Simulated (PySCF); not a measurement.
BF3, SMILES FB(F)F. The structure is a stationary point at PBE-D3(BJ)/def2-TZVP. The isomer is the one that the SMILES or the coordinates give; other isomers of the formula were not compared.

Computed equilibrium geometry at PBE-D3(BJ)/def2-TZVP (PySCF confirms it by a frequency run) as Cartesian coordinates in Å, and its point group:
point group D3h.
```xyz
4

B      0.0000     0.0000     0.0000
F     -1.3253     0.0000     0.0000
F      0.6627     1.1478     0.0000
F      0.6627    -1.1478     0.0000
```
